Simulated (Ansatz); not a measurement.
System: SiF3, net charge 0, doublet state. It need not be the lowest isomer of its formula. SMILES: F[Si](F)F
Structure (B3LYP-D3(BJ)/def2-TZVP (Ansatz, an electronic-structure program) minimum search):
```xyz
4

Si     0.2161     0.2098     0.2226
F     -0.7209    -0.7467     1.0769
F     -0.7144     1.1195    -0.6880
F      1.0991    -0.6990    -0.7351
```
Charge 0, spin multiplicity 2.

Quantity: atomisation energy (electronic, to ground-state atoms); the coupled-cluster value holds the core correlation from cc-pwCVTZ, in eV. Correlated levels leave the core frozen unless marked. Open shells are spin-unrestricted. Spin-orbit coupling is left out. No relativistic terms. CBS marks a two-point X^-3 extrapolation of the correlation energy; Hartree-Fock from the larger set. The bracket is a focal-point correction in the basis named.

Level to compare with: RI-MP2/CBS(cc-pV(T+d)Z,cc-pV(Q+d)Z)+[CCSD(T)-MP2]/cc-pV(T+d)Z plus the core term (Ansatz), 17.62 eV. It is a level with limits of its own, and the differences hold the functionals' basis error too.

Task: Rank these functionals by how close they come to RI-MP2/CBS(cc-pV(T+d)Z,cc-pV(Q+d)Z)+[CCSD(T)-MP2]/cc-pV(T+d)Z, closest first: CAM-B3LYP/def2-TZVPD (Ansatz); BHLYP/def2-TZVPD (Ansatz); r2SCAN0/def2-TZVPD (Ansatz).

Result: CAM-B3LYP/def2-TZVPD (range-separated hybrid, 17.50 eV, difference -0.12), r2SCAN0/def2-TZVPD (hybrid meta-GGA, 17.01 eV, difference -0.61), BHLYP/def2-TZVPD (global hybrid, 16.36 eV, difference -1.26)
